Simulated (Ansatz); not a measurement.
# AlH3LiN (SMILES [Li][NH][AlH2]): a rigid scan of the angle H4–N2–Al3

The task here is to estimate one member of a computed series from the others.

The runs use Ansatz 0.2.0, Gaussian basis; single points in def2-TZVPP.

Levels: PBE-D4, r2SCAN-D4, PBE0-D4, B3LYP-D4, wB97M-V, Hartree-Fock, MP2, CCSD, CCSD(T). The scan takes 96.5, 104.0, 111.5, 119.0, 126.5, 134.0, 141.5, 149.0, 156.5°.

Correlated methods freeze the cores. The outer core shell of Li, Na, Mg and K is correlated. B3LYP uses VWN-RPA correlation.

19 further runs of the same task are left out: 19 set aside as unsound or not needed.

### The starting structure

The minimum, relaxed at PBE0-D4: 6 atoms, charge 0, spin multiplicity 1.

Atoms are counted from 1 here; the program's logs count them from 0.

Bond lengths: Li1–N2 1.786 Å, Li1–Al3 2.472 Å, Li1–H6 2.011 Å, N2–Al3 1.735 Å, N2–H4 1.008 Å, Al3–H5 1.586 Å, Al3–H6 1.651 Å. Angles: N2–Li1–Al3 44.6°, N2–Li1–H6 86.2°, Al3–Li1–H6 41.6°, Li1–N2–Al3 89.2°, Li1–N2–H4 144.3°, Al3–N2–H4 126.5°, Li1–Al3–N2 46.2°, Li1–Al3–H5 173.3°, Li1–Al3–H6 54.0°, N2–Al3–H5 140.5°, N2–Al3–H6 100.3°, H5–Al3–H6 119.2°, Li1–H6–Al3 84.3°.

Coordinates:

```xyz
6
AlH3LiN
Li   -0.6467   -0.8595    1.4678
N    -0.2211   -1.0015   -0.2604
Al    0.2621    0.6645   -0.2539
H    -0.1919   -1.6313   -1.0473
H     0.8470    1.7728   -1.2254
H    -0.0493    1.0549    1.3193
```

Energies of the minimum (eV), from earlier single points: PBE-D4 -8335.97763, r2SCAN-D4 -8340.49446, PBE0-D4 -8336.74089, B3LYP-D4 -8343.37637, wB97M-V -8340.83350, CCSD(T) -8326.96001.

At the minimum the angle H4–N2–Al3 is 126.5°.

The first run:

The input, ccsdt-tzvpp/in.yaml:

```yaml
crystal:
  periodic: [false, false, false]
  atoms:
    - {symbol: Li, position_ang: [-0.646709, -0.859463, 1.467798]}
    - {symbol: N, position_ang: [-0.221112, -1.001523, -0.260428]}
    - {symbol: Al, position_ang: [0.262098, 0.664539, -0.253926]}
    - {symbol: H, position_ang: [-0.010413, -1.177690, -1.230573]}
    - {symbol: H, position_ang: [0.846959, 1.772811, -1.225437]}
    - {symbol: H, position_ang: [-0.049277, 1.054927, 1.319265]}
basis:
  gaussian: {orbitals: def2-TZVPP}
correlation: {method: ccsd_t}
```

The command line of these runs was not kept.

Among the steps run: H4–N2–Al3 = 96.5°; H4–N2–Al3 = 104.0°; H4–N2–Al3 = 111.5°; H4–N2–Al3 = 119.0°; H4–N2–Al3 = 126.5°; H4–N2–Al3 = 134.0°; H4–N2–Al3 = 141.5°; H4–N2–Al3 = 149.0°; H4–N2–Al3 = 156.5°.

One table of the session follows, with a row left open; its other results are not shown here.

Energies less that of the minimum at the same level (meV):

| angle (°) | PBE-D4 | PBE0-D4 | B3LYP-D4 | wB97M-V | Hartree-Fock |
| --- | --- | --- | --- | --- | --- |
| 96.5 | 275 | 284 | 299 | 284 | 333 |
| 104.0 | ? | ? | ? | ? | ? |
| 111.5 | 64 | 67 | 73 | 68 | 85 |
| 119.0 | 15 | 16 | 19 | 17 | 23 |
| 126.5 (minimum) | 0 | 0 | 0 | 0 | 0 |
| 126.5 | 0 | 0 | 0 | 0 | 0 |
| 134.0 | 16 | 15 | 14 | 15 | 12 |
| 141.5 | 60 | 59 | 58 | 58 | 55 |
| 149.0 | 129 | 128 | 127 | 125 | 126 |
| 156.5 | 218 | 218 | 218 | 213 | 220 |

**Question.** Estimate the row for angle (°) = 104.0.

Worked estimate for «PBE-D4». A straight line through the neighbours (96.5, 275) and (111.5, 64) gives 275 + (64 − 275) × (104.0 − 96.5) / (111.5 − 96.5) = 170; a parabola fitted to 3 rows on both sides gives 151.

**Answer.** PBE-D4: 150; PBE0-D4: 155; B3LYP-D4: 165; wB97M-V: 156; Hartree-Fock: 187. In «PBE-D4» the line misses by +20 and the parabola by +1.

Limits of these values: A polynomial through the near points puts the CCSD(T) minimum 0.5° below the PBE0-D4 value.
